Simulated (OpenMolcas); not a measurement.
# C2H3F3 (1,1,1-trifluoroethane): levels of theory compared

Wanted: a comparison of 6 runs (B3LYP/6-31G*, BHLYP/cc-pVDZ, BLYP/cc-pVDZ, PBE0/cc-pVDZ, TPSS/cc-pVDZ, revPBE/cc-pVDZ) of C2H3F3 (1,1,1-trifluoroethane). 

The calculation is run with OpenMolcas 26.06.

## 1. The molecule

The species is C2H3F3 (8 atoms), meant as a singlet with charge 0. SMILES: `CC(F)(F)F`. The C1–C2 distance was set to 2.245 Å, away from the relaxed value. At this shape a bond of the SMILES string is far longer than usual.

Bond lengths: C2–F3 1.341 Å, C2–F4 1.341 Å, C2–F5 1.341 Å, C1–H6 1.089 Å, C1–H7 1.089 Å, C1–H8 1.089 Å. Angles: F3–C2–F4 107.1°, F3–C2–F5 107.1°, F4–C2–F5 107.1°, H6–C1–H7 109.7°, H6–C1–H8 109.6°, H7–C1–H8 109.6°. A long bond or contact: C1–C2 2.245 Å.

## 2. A single-point energy at B3LYP/6-31G(d) (spherical functions) (run 1)

Input file input.xyz:

```xyz
8

C     -1.201938    -0.267208     0.919129
C      0.557600     0.109900    -0.423700
F      1.692800    -0.382000     0.093900
F      0.395200    -0.458200    -1.627700
F      0.754200     1.420300    -0.629900
H     -1.028138     0.210092     1.882529
H     -1.324538    -1.340308     1.058829
H     -2.099138     0.147392     0.461629
```

Input file job.input:

```
* C2H3F3 Kohn-Sham DFT
>>> EXPORT MOLCAS_PRINT=2

&GATEWAY
  BasLib=$CurrDir
  Coord=input.xyz
  Basis=6-31Gs
  Group=NoSym

&SEWARD
  GridInput
  Grid=UltraFine
  End of Grid

&SCF
  KSDFT=B3LYP
  Thresholds=1e-10 1e-07 1e-07 1e-05
  PrOrbitals=1 2
```

The basis set 6-31G* is read from a file made from the Basis Set Exchange's data (not shown).

Command:

```sh
$ export MOLCAS_MEM=1860
$ pymolcas job.input > job.log
```

The program printed:

```text
--- Start Module: gateway ---
[...]
--- Stop Module: gateway /rc=_RC_ALL_IS_WELL_ ---
--- Start Module: seward ---
[...]
      Basis functions           76
--- Stop Module: seward /rc=_RC_ALL_IS_WELL_ ---
[...]
--- Start Module: scf ---
[...]
       Convergence after  14 Iterations
[...]
::    Total KS-DFT energy                            -377.4516244949
[...]
      Total spin, S                                     0.0000000000
[...]
      Total electronic charge=   42.000000
      Total            charge=   -0.000000
[...]
      Dipole Moment (debye):
      Origin of the operator (angstrom)=    0.4973    0.0969   -0.3777
                   X= -1.5014E+00               Y= -3.2116E-01               Z=  1.1462E+00           Total=  1.9160E+00
      Quadrupole Moment (debye*angstrom):
[...]
--- Stop Module: scf /rc=_RC_ALL_IS_WELL_ ---
[...]
```

Wall time 19 s (1 thread of Arm Neoverse V1, shared host); peak memory 0.43 GiB.

## 3. The energy at BHLYP/cc-pVDZ (run 2)

Input file struct.xyz:

```xyz
8

C     -1.201938    -0.267208     0.919129
C      0.557600     0.109900    -0.423700
F      1.692800    -0.382000     0.093900
F      0.395200    -0.458200    -1.627700
F      0.754200     1.420300    -0.629900
H     -1.028138     0.210092     1.882529
H     -1.324538    -1.340308     1.058829
H     -2.099138     0.147392     0.461629
```

Input file job.input:

```
* C2H3F3 Kohn-Sham DFT

&GATEWAY
 BasLib=$CurrDir
 Coord=struct.xyz
 Basis=cc-pVDZ
 Group=NoSym

&SEWARD
 GridInput
 Grid=UltraFine
 End of Grid

&SCF
 KSDFT=HYB_GGA_XC_BHANDHLYP
 Thresholds=1e-10 1e-07 1e-07 1e-05
 PrOrbitals=1
```

The basis set cc-pVDZ is read from a file made from the Basis Set Exchange's data (not shown).

Command:

```sh
$ export MOLCAS_MEM=1860
$ pymolcas job.input > job.log
```

The program printed:

```text
--- Start Module: gateway ---
[...]
--- Stop Module: gateway /rc=_RC_ALL_IS_WELL_ ---
--- Start Module: seward ---
[...]
      Basis functions           85
--- Stop Module: seward /rc=_RC_ALL_IS_WELL_ ---
[...]
--- Start Module: scf ---
[...]
       Convergence after  13 Iterations
[...]
::    Total KS-DFT energy                            -377.3107676307
[...]
      Total spin, S                                     0.0000000000
[...]
      Total electronic charge=   42.000000
      Total            charge=   -0.000000
[...]
      Dipole Moment (debye):
      Origin of the operator (angstrom)=    0.4973    0.0969   -0.3777
                   X= -1.9014E+00               Y= -4.0684E-01               Z=  1.4515E+00           Total=  2.4265E+00
      Quadrupole Moment (debye*angstrom):
[...]
--- Stop Module: scf /rc=_RC_ALL_IS_WELL_ ---
[...]
```

Run time: 23 s. Hardware: 1 thread of Arm Neoverse V1, shared host; peak memory 0.47 GiB.

Run 3 isn't shown in full; the table further down has it.

## 4. A single-point energy at PBE0/cc-pVDZ (run 4)

Input file job.input:

```
>>> EXPORT MOLCAS_PRINT=2

&GATEWAY
 BASLIB=$CurrDir
 COORD
 8
 angstrom
 C       -1.201938      -0.267208       0.919129
 C        0.557600       0.109900      -0.423700
 F        1.692800      -0.382000       0.093900
 F        0.395200      -0.458200      -1.627700
 F        0.754200       1.420300      -0.629900
 H       -1.028138       0.210092       1.882529
 H       -1.324538      -1.340308       1.058829
 H       -2.099138       0.147392       0.461629
 BASIS=cc-pVDZ
 GROUP=NoSym

&SEWARD
 GRIDINPUT
 Grid=UltraFine
 End of Grid

&SCF
 KSDFT=PBE0
 THRESHOLDS=1e-10 1e-07 1e-07 1e-05
 PRORBITALS=1
```

The basis set cc-pVDZ is read from a file made from the Basis Set Exchange's data (not shown).

Command:

```sh
$ export MOLCAS_MEM=1860
$ pymolcas job.input > job.log
```

The program printed:

```text
--- Start Module: gateway ---
[...]
--- Stop Module: gateway /rc=_RC_ALL_IS_WELL_ ---
--- Start Module: seward ---
[...]
      Basis functions           85
--- Stop Module: seward /rc=_RC_ALL_IS_WELL_ ---
[...]
--- Start Module: scf ---
[...]
       Convergence after  13 Iterations
[...]
::    Total KS-DFT energy                            -377.1028021029
[...]
      Total spin, S                                     0.0000000000
[...]
      Total electronic charge=   42.000000
      Total            charge=   -0.000000
[...]
      Dipole Moment (debye):
      Origin of the operator (angstrom)=    0.4973    0.0969   -0.3777
                   X= -1.5350E+00               Y= -3.2831E-01               Z=  1.1718E+00           Total=  1.9588E+00
      Quadrupole Moment (debye*angstrom):
[...]
--- Stop Module: scf /rc=_RC_ALL_IS_WELL_ ---
[...]
```

Wall time 24 s (1 thread of Arm Neoverse V1, shared host); peak memory 0.47 GiB.

Run 5 isn't shown in full; the table further down has it.

## 5. The energy at revPBE/cc-pVDZ (run 6)

Input file job.input:

```
&gateway
  baslib
  $CurrDir
  basisset
  C.cc-pVDZ....
  C1 -1.201938 -0.267208 0.919129 angstrom
  C2 0.557600 0.109900 -0.423700 angstrom
  End of Basis
  basisset
  F.cc-pVDZ....
  F3 1.692800 -0.382000 0.093900 angstrom
  F4 0.395200 -0.458200 -1.627700 angstrom
  F5 0.754200 1.420300 -0.629900 angstrom
  End of Basis
  basisset
  H.cc-pVDZ....
  H6 -1.028138 0.210092 1.882529 angstrom
  H7 -1.324538 -1.340308 1.058829 angstrom
  H8 -2.099138 0.147392 0.461629 angstrom
  End of Basis

&seward
  gridinput
  Grid=UltraFine
  End of Grid

&scf
  ksdft
  revPBE
  thresholds
  1e-10 1e-07 1e-07 1e-05
  prorbitals
  1 2
```

The basis set cc-pVDZ is read from a file made from the Basis Set Exchange's data (not shown).

Command:

```sh
$ export MOLCAS_MEM=1860
$ pymolcas job.input > job.log
```

The program printed:

```text
--- Start Module: gateway ---
[...]
--- Stop Module: gateway /rc=_RC_ALL_IS_WELL_ ---
--- Start Module: seward ---
[...]
      Basis functions           85
--- Stop Module: seward /rc=_RC_ALL_IS_WELL_ ---
[...]
--- Start Module: scf ---
[...]
       Convergence after  16 Iterations
[...]
::    Total KS-DFT energy                            -377.3649868820
[...]
      Total spin, S                                     0.0000000000
[...]
      Total electronic charge=   42.000000
      Total            charge=   -0.000000
[...]
      Dipole Moment (debye):
      Origin of the operator (angstrom)=    0.4973    0.0969   -0.3777
                   X= -1.1632E+00               Y= -2.4866E-01               Z=  8.8805E-01           Total=  1.4844E+00
      Quadrupole Moment (debye*angstrom):
[...]
--- Stop Module: scf /rc=_RC_ALL_IS_WELL_ ---
[...]
```

It took 28 s on 1 thread of Arm Neoverse V1, shared host; peak memory 0.47 GiB.

## 6. All runs side by side

| run | level | energy (Eh) | dipole moment (D) | HOMO energy (eV) | LUMO energy (eV) | wall time |
| --- | --- | --- | --- | --- | --- | --- |
| 1 | B3LYP/6-31G* (spherical functions) | -377.451624 | 1.92 | -8.05 | -1.26 | 19 s |
| 2 | BHLYP/cc-pVDZ | -377.310768 | 2.43 | -9.67 | -0.17 | 23 s |
| 3 | BLYP/cc-pVDZ | -377.421115 | 1.55 | -6.90 | -2.05 | 28 s |
| 4 | PBE0/cc-pVDZ | -377.102802 | 1.96 | -8.46 | -1.24 | 24 s |
| 5 | TPSS/cc-pVDZ | -377.524632 | 1.69 | -7.17 | -2.07 | 40 s |
| 6 | revPBE/cc-pVDZ | -377.364987 | 1.48 | -7.01 | -2.08 | 28 s |

## 7. What came out

| quantity | value |
| --- | --- |
| run 6: total energy | -377.36499 Eh |
| run 6: dipole moment | 1.48 D |
| run 6: HOMO energy | -7.01 eV |
| run 6: LUMO energy | -2.08 eV |
| run 6: HOMO–LUMO gap | 4.93 eV |

What this shows: The dipole moment (its size) runs from 1.48 D (revPBE/cc-pVDZ) to 2.43 D (BHLYP/cc-pVDZ). The HOMO–LUMO gap runs from 4.85 eV (BLYP/cc-pVDZ) to 9.50 eV (BHLYP/cc-pVDZ). Totals of different functionals can't be ranked against each other. All runs together took 2.7 min, the longest 40 s.
